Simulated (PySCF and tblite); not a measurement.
The numbers below are computed, except where a source is named.
C₅H₈, numbered as in [CH2:1]=[CH:2][CH:3]1[CH2:4][CH2:5]1.

The ensemble was built from 90 distance-geometry starts (ETKDG and KDG, MMFF94s, GFN2-xTB) and rests on PBE0-D3(BJ)/def2-SVP geometries. Weights use PBE0-D3(BJ)/def2-TZVP (IEF-PCM, chloroform) energies plus GFN2-xTB zero-point and thermal terms (modes under about 100 cm⁻¹ blended into free rotors). Symmetry numbers and mirror images are counted. Conformers within 3 kcal/mol (GFN2-xTB free energy) were kept, 8 at most. GIAO shieldings: wB97X-D/pcSseg-1 (IEF-PCM, chloroform). Shifts are against TMS (¹H), TMS (¹³C) at the same level; of two unlike H on one atom, a is the less shielded. Programs: PySCF with density fitting and tblite.

(1) Predict the averaged NMR shifts at 298.15 K.

(2) How do the conformers differ?

(3) Which signal moves most, for its nucleus, between 200 and 400 K through the change of populations alone?

Shifts are unscaled: against experiment ¹³C can be off by 15 ppm or more and ¹H by 0.8 ppm.

## Answers

(1) ¹H: 5.49 (H1a, 1H), 5.35 (H2, 1H), 5.25 (H1b, 1H), 1.24 (H3, 1H), 0.79 (H4a/H5a, 2H), 0.39 (H4b/H5b, 2H) ppm. ¹³C: 154.9 (C2), 119.7 (C1), 17.4 (C3), 9.1 (C4/C5) ppm.

(2) Torsions listed: C1–C2–C3–C4.
```tsv
conformer	shape	weight %
1	146°	97.9
2	-35°	2.1
```

| signal | 1 | 2 | average |
| --- | --- | --- | --- |
| H1a | 5.50 | 4.86 | 5.49 |
| H1b | 5.25 | 5.15 | 5.25 |
| H2 | 5.32 | 6.75 | 5.35 |
| H3 | 1.24 | 1.03 | 1.24 |
| H4a/H5a | 0.79 | 0.97 | 0.79 |
| H4b/H5b | 0.39 | 0.53 | 0.39 |
| C1 | 119.8 | 115.4 | 119.7 |
| C2 | 154.9 | 154.3 | 154.9 |
| C3 | 17.6 | 11.5 | 17.4 |
| C4/C5 | 8.9 | 16.1 | 9.1 |

(3) H2: 5.32 ppm at 200 K, 5.33 ppm at 250 K, 5.35 ppm at 298.15 K, 5.37 ppm at 350 K, 5.39 ppm at 400 K. Exchange is taken as fast throughout; ring flips and hindered rotations can be slow on the NMR time scale at the lower temperatures.
